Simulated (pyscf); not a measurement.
A first-order saddle from PySCF, ωB97X-D3(BJ)/def2-SVP:

```
Ge
H 1 1.5367
H 1 1.5368 2 119.12
H 1 1.5368 2 119.14 3 161.65
C 1 2.3166 2 84.69 3 80.85
H 5 1.0961 1 104.05 2 179.42
H 5 1.0961 6 114.29 4 82.98
H 5 1.0961 6 114.29 7 134.33
Sn 1 2.6675 2 95.43 3 -99.19
H 9 1.7158 1 111.12 2 -60.13
H 9 1.7158 10 107.80 1 -122.04
H 9 1.7158 10 107.80 11 -116.11
```
Charge 0, spin multiplicity 2.

Surface: doublet, charge 0. Lowest wavenumbers (cm⁻¹): 503i, 81, 81, 88, 184.

Problem. Name the species on either side of this saddle.

Solution. `[GeH3][SnH3]` + `[CH3]` [doublet] ⇌ `[SnH3]` [doublet] + `[CH3][GeH3]`, a substitution at Ge read from left to right: Ge–Sn broken and C–Ge formed. At ωB97M-D3(BJ)/def2-TZVP it lies +0.41 eV from the left side and +1.21 eV from the right (each side as separated species at their lowest minima found). The same reactants have a lower exit, to H₃Ge–SnH₂• + CH₄ (barrier +0.11 eV at ωB97M-D3(BJ), against +0.41 eV here). This is the saddle that the search found; another between the same sides may lie lower. The angle at the attacked Ge is 180°. Elements up to Kr have no core potential and no relativistic terms here. Elements past Kr carry the def2 core potentials, without spin-orbit coupling.
